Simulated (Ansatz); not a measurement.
# B₂NH₅: taking an electron away

Aim: the vertical ionisation energy of B₂NH₅, as cation minus neutral at the neutral's geometry, on several levels, and how well −ε(HOMO) stands in for it.

Method: unrestricted cation, the program's frozen cores in correlated methods; program: Ansatz 0.2.0, Gaussian basis.

The runs, in order: UKS PBE-D4/def2-TZVPP; UKS r2SCAN-D4/def2-TZVPP; UKS PBE0-D4/def2-TZVPP; UKS B3LYP-D4/def2-TZVPP; UKS wB97X-V/def2-TZVPP; UKS wB97M-V/def2-TZVPP; UKS B2PLYP/def2-TZVPP; UHF-CCSD(T)/def2-TZVPP; UHF-MP2/def2-QZVPP; extrapolation to the limit; then −ε(HOMO) from the neutral's earlier runs with LDA (SPW92), PBE-D4, revPBE-D4, BLYP-D4, r2SCAN-D4, B97M-V, PBE0-D4, B3LYP-D4, r2SCANh-D4, r2SCAN0-D4, HSE06-D4, BHLYP-D4, CAM-B3LYP-D4, LC-ωPBE, ωB97X-V, ωB97M-V.

### Step 1. The relaxed structure

All runs share one geometry, relaxed beforehand with PBE0-D4 in a triple-zeta def2 set.

SMILES `BNB`, 8 atoms, charge 0, spin multiplicity 1.

Atoms are counted from 1 here; the program's logs count them from 0.

Bond lengths: B1–N2 1.417 Å, B1–H4 1.194 Å, B1–H5 1.197 Å, N2–B3 1.417 Å, N2–H6 1.011 Å, B3–H7 1.197 Å, B3–H8 1.194 Å. Angles: N2–B1–H4 118.5°, N2–B1–H5 119.5°, H4–B1–H5 122.0°, B1–N2–B3 125.8°, B1–N2–H6 117.1°, B3–N2–H6 117.1°, N2–B3–H7 119.5°, N2–B3–H8 118.5°, H7–B3–H8 122.0°.

### Step 2. Cation, UKS PBE-D4/def2-TZVPP

Input file in.yaml:

```yaml
crystal:
  periodic: [false, false, false]
  atoms:
    - {symbol: B, position_ang: [-0.828179, 0.654936, -0.693284]}
    - {symbol: N, position_ang: [0.259966, 0.377739, 0.170776]}
    - {symbol: B, position_ang: [0.695222, -0.910854, 0.567731]}
    - {symbol: H, position_ang: [-1.449436, -0.261407, -1.140095]}
    - {symbol: H, position_ang: [-1.097756, 1.791243, -0.954065]}
    - {symbol: H, position_ang: [0.770999, 1.169496, 0.536526]}
    - {symbol: H, position_ang: [1.631569, -1.014224, 1.305594]}
    - {symbol: H, position_ang: [0.109715, -1.864129, 0.150917]}
basis:
  gaussian: {orbitals: def2-TZVPP}
total_charge: 1
magnetization: {spin_polarized: true, initial_magnetization: 1}
hamiltonian: {xc: pbe, dispersion: d4}
```

Further steps of the session: Cation, UKS r2SCAN-D4/def2-TZVPP; Cation, UKS PBE0-D4/def2-TZVPP; Cation, UKS B3LYP-D4/def2-TZVPP; Cation, UKS wB97X-V/def2-TZVPP; Cation, UKS wB97M-V/def2-TZVPP; Cation, UKS B2PLYP (frozen core)/def2-TZVPP; Cation, UHF-CCSD(T)/def2-TZVPP; Cation, UHF-MP2/def2-QZVPP.

**Question.** What will the summary of the whole plan be? Wanted: ionisation energy, CCSD(T)/CBS; nearest functional by difference; nearest −ε(HOMO); −ε(HOMO) of PBE; T1 of the cation.

**Answer**, as computed:

| quantity | value |
| --- | --- |
| ionisation energy, CCSD(T)/CBS | 12.15 eV |
| nearest functional by difference | B2PLYP (-0.10 eV) |
| nearest −ε(HOMO) | LC-ωPBE (-0.07 eV) |
| −ε(HOMO) of PBE | 7.75 eV |
| T1 of the cation | 0.008 |

What this shows: By cation minus neutral, the functionals miss by 1.08 eV at most. The PBE orbital energy is 4.4 eV too small: a semilocal HOMO is no ionisation energy. Among orbital estimates LC-ωPBE comes nearest. Hartree-Fock falls 1.81 eV short, as the neutral has more correlation energy than the cation.
